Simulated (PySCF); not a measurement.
Species: C3H3F3.
Atom-mapped SMILES: `[F:1]/[CH:2]=[C:3](/[F:4])[CH2:5][F:6]` (hydrogens: H7 on C2; H8, H9 on C5)

Structure used (PBE0-D3(BJ)/def2-SVP), in Å, numbered top down from 1:
```xyz
9
C3H3F3 angstrom
F      1.1109   -1.7582    0.1416
C      1.3297   -0.4578   -0.0167
C      0.3245    0.4163   -0.0741
F      0.6090    1.7107   -0.2262
C     -1.1217    0.0948   -0.0011
F     -1.6918    0.6247    1.1278
H      2.3818   -0.1741   -0.0998
H     -1.6327    0.5245   -0.8800
H     -1.2531   -0.9977   -0.0063
```

Level: PBE0/pcSseg-1 and CAM-B3LYP/def2-SVPD in PySCF, non-relativistic, on one gas-phase PBE0-D3(BJ)/def2-SVP geometry that isn't relaxed in the solvent. The solvent is an IEF-PCM continuum (cavity from Bondi-type radii × 1.2). Only the electrostatic response of the medium enters.

Gas phase at PBE0/pcSseg-1: HOMO -7.71 eV, LUMO -0.25 eV, dipole 1.82 D.

**Question.** What does the continuum do to the energy, the frontier levels and the dipole at PBE0/pcSseg-1 in cyclohexane and chloroform?

**Answer.** 
```csv
solvent,ε,E(solvent) − E(gas) (kcal/mol),polarisation term (kcal/mol),distortion of the solute (kcal/mol),HOMO (eV),LUMO (eV),dipole (D)
cyclohexane,2.017,-1.63,-1.70,0.07,-7.62,-0.15,1.97
chloroform,4.711,-2.91,-3.16,0.25,-7.56,-0.08,2.10
```

The polarisation term is half the interaction of the solute with the surface charges that it induces; the rest is the cost of distorting the solute's density. The sum is the electrostatic part of solvation alone. From cyclohexane to chloroform the lowering changes by a factor 1.79, Onsager's factor (ε − 1)/(2ε + 1) by 1.76 and ε itself by 2.3.

**Question.** Which radius a makes the point-dipole formula ΔE = −[(ε − 1)/(2ε + 1)]·μ²/a³ give the value in chloroform, with the gas-phase dipole?

**Answer.** μ = 0.716 au and |ΔE| = 0.00463 Eh give a = 1.80 Å; the farthest nucleus lies 2.38 Å from the centroid of the nuclei, so such a sphere wouldn't even hold the nuclei. The formula assumes a rigid point dipole at the centre of a sphere.

**Question.** Give the dipole vector in the frame of the coordinates (D, pointing from negative to positive charge), gas and chloroform.

**Answer.** Gas (0.67, -0.81, -1.48), solvent (0.79, -0.96, -1.69). Its length changes by +16 % and its direction by less than 1°.

**Question.** Which Mulliken charges (PBE0/pcSseg-1) respond most in chloroform (means over atoms taken as equivalent)?

**Answer.** 
| atoms | environment | gas (e) | solvent (e) | change |
| --- | --- | --- | --- | --- |
| F6 | alkyl fluorine | -0.326 | -0.343 | -0.017 |
| H7 | vinylic hydrogen | +0.134 | +0.151 | +0.017 |
| H8/H9 | methylene hydrogen | +0.124 | +0.138 | +0.014 |
| C3 | vinylic C–F carbon | +0.072 | +0.060 | -0.012 |
| F4 | vinyl fluorine | -0.262 | -0.272 | -0.010 |
| F1 | vinyl fluorine | -0.260 | -0.266 | -0.006 |

**Question.** Which Mayer bond orders change most in chloroform?

**Answer.** 
| bond | length (Å) | gas | solvent | change |
| --- | --- | --- | --- | --- |
| C5–F6 | 1.371 | 0.903 | 0.885 | -0.018 |
| C3–F4 | 1.334 | 0.953 | 0.942 | -0.011 |
| C2–C3 | 1.333 | 1.786 | 1.793 | +0.007 |
| F1–C2 | 1.328 | 0.964 | 0.959 | -0.005 |
| C2–H7 | 1.093 | 0.943 | 0.938 | -0.005 |
| C3–C5 | 1.483 | 1.013 | 1.015 | +0.002 |
| C5–H8 | 1.104 | 0.929 | 0.927 | -0.002 |
| C5–H9 | 1.100 | 0.949 | 0.948 | -0.001 |

Gas phase at CAM-B3LYP/def2-SVPD: HOMO -9.26 eV, LUMO 0.56 eV, dipole 1.86 D.

**Question.** What does the continuum do to the energy, the frontier levels and the dipole at CAM-B3LYP/def2-SVPD in chloroform?

**Answer.** 
| solvent | ε | E(solvent) − E(gas) (kcal/mol) | polarisation term (kcal/mol) | distortion of the solute (kcal/mol) | HOMO (eV) | LUMO (eV) | dipole (D) |
| --- | --- | --- | --- | --- | --- | --- | --- |
| chloroform | 4.711 | -3.16 | -3.49 | 0.33 | -9.09 | 0.74 | 2.21 |

**Question.** How does the static polarisability (CAM-B3LYP/def2-SVPD, frozen core, with the continuum's full static response) change?

**Answer.** 
| medium | isotropic (au) | principal values (au) | ⟨r²⟩ of the electrons (bohr²) |
| --- | --- | --- | --- |
| gas | 40.4 | 31.5, 38.0, 51.6 | 580.3 |
| chloroform | 47.5 | 37.0, 44.2, 61.4 | 580.3 |

The isotropic value in chloroform is 1.18 times the gas-phase one; no cavity-field correction is applied. ⟨r²⟩ is taken about the centre of nuclear charge.
